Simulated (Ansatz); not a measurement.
## What a trial cell of SiO₂ relaxes into

Method: DFT r2SCAN, scalar-relativistic, plane waves, PAW (Ansatz 0.2.0). Cutoff 500 eV, Γ-centred k mesh, Gaussian smearing, no spin polarisation in the final step.

The start puts SiO₂ on the anti-cuprite structure type (Pn-3m, No. 224), with Si in place of O, O in place of Cu, at a guessed volume.

```
CELL_PARAMETERS angstrom
4.31947 0.00000 0.00000
0.00000 4.31947 0.00000
0.00000 0.00000 4.31947
ATOMIC_POSITIONS crystal
Si 0.00000 0.00000 0.00000
Si 0.50000 0.50000 0.50000
O 0.25000 0.25000 0.25000
O 0.25000 0.75000 0.75000
O 0.75000 0.75000 0.25000
O 0.75000 0.25000 0.75000
```

Cell and atoms relax at zero pressure; the relaxation can't lower the symmetry of the start. After a coarse first stage the cell is made exact in the group found at 0.06 Å.

Energies over the elements count from the elements' standard structures at the same level (O₂ as a molecule), with no empirical corrections.

Problem. Describe the relaxed structure.

Solution. It keeps Pn-3m (No. 224). The result has the cuprite structure. Conventional cell: a = 3.774 Å. Si is coordinated by 4 O at 1.63 Å; around O lie 2 Si at 1.63 Å.

```
Si O
1.0
     3.77416    0.00000    0.00000
     0.00000    3.77416    0.00000
     0.00000    0.00000    3.77416
Si O
2 4
Direct
  0.00000 0.00000 0.00000
  0.50000 0.50000 0.50000
  0.25000 0.25000 0.25000
  0.25000 0.75000 0.75000
  0.75000 0.75000 0.25000
  0.75000 0.25000 0.75000
```

Problem. What are its volume, energy, density and gap?

Solution. The volume per atom is 8.96 Å³ and the density is 3.71 g/cm³. The energy over the elements is -2.683 eV/atom and the gap on the 6×6×6 mesh is 5.74 eV.

The final run used a 6×6×6 mesh on its 6-atom cell and 0.02 eV smearing. A structure relaxed within its symmetry needn't be a true minimum. The steps took roughly 20 core-seconds in all.

Cost: 3 runs of about 0.34 core-minutes in all, on Intel Xeon Platinum 8488C (Sapphire Rapids) (shared hosts).